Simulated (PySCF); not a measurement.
Estimate the missing entries of this data sheet.

Compound: C2H2ClNO.
Atom-mapped SMILES: `[O:1]=[N:2]/[CH:3]=[CH:4]/[Cl:5]` (hydrogens: H6 on C3; H7 on C4)

Conformer (atom-mapped SMILES and torsion angles): `[O:1]=[N:2]/[CH:3]=[CH:4]/[Cl:5]`: O1–N2–C3–C4 180°.

| property | level | value |
| --- | --- | --- |
| point group | PBE0-D3(BJ)/def2-SVP | Cs |
| rotational constants A, B, C | PBE0-D3(BJ)/def2-SVP | 40.357, 1.522, 1.467 GHz |
| dipole moment | PBE0/def2-SVPD | ? |
| HOMO energy | PBE0/def2-SVPD | -6.86 eV |
| LUMO energy | PBE0/def2-SVPD | -3.10 eV |
| lowest singlet excitation | TDDFT PBE0/def2-SVPD | 1.50 eV (827 nm, f = 0.000) |
| strongest line among the 10 lowest singlet transitions | TDDFT PBE0/def2-SVPD | ? |
| lowest triplet excitation (Tamm–Dancoff) | TDA PBE0/def2-SVPD | ? |
| static isotropic polarisability | PBE0/def2-SVPD | 56.9 au |
| vertical ionisation energy | ΔSCF PBE0/def2-SVPD | 8.97 eV |
| vertical electron affinity | ΔSCF PBE0/def2-SVPD | ? |
| electronic spatial extent ⟨r²⟩ about the centre of nuclear charge | PBE0/def2-SVPD | 700 bohr² |
| 13C chemical shifts (computed TMS as zero) by class | GIAO PBE0/pcSseg-1 | 189.9 (C4), 165.1 (C3) ppm |
| 1H chemical shifts (computed TMS as zero) by class | GIAO PBE0/pcSseg-1 | 9.28 (H7), 6.53 (H6) ppm |
| isotropic shieldings of nuclei other than C and H, by class | GIAO PBE0/pcSseg-1 | -867 (N2), -1772 (O1), 687 (Cl5) ppm |

Electronic properties: PySCF, gas phase, density fitting. Isolated species at its PBE0-D3(BJ)/def2-SVP geometry (one conformer only).

(1) The lowest triplet excitation (Tamm–Dancoff)?

(2) What is the strongest line among the 10 lowest singlet transitions?

(3) The vertical electron affinity?

(4) What is the dipole moment?

Results:

(1) 0.65 eV.

(2) S3 at 5.17 eV (240 nm, f = 0.423).

(3) 1.02 eV.

(4) 2.67 D.

The ΔSCF ionisation energy exceeds −ε(HOMO) by 2.11 eV with PBE0. The largest Löwdin shares of the LUMO are 0.31 on O1, 0.29 on N2, 0.23 on C4 and 0.09 on Cl5. The principal polarisabilities are 33.5, 43.5 and 93.8 au; their mean is the isotropic value. The dipole equals about 8.9 × 10⁻³⁰ C·m (1 D = 3.33564 × 10⁻³⁰ C·m).
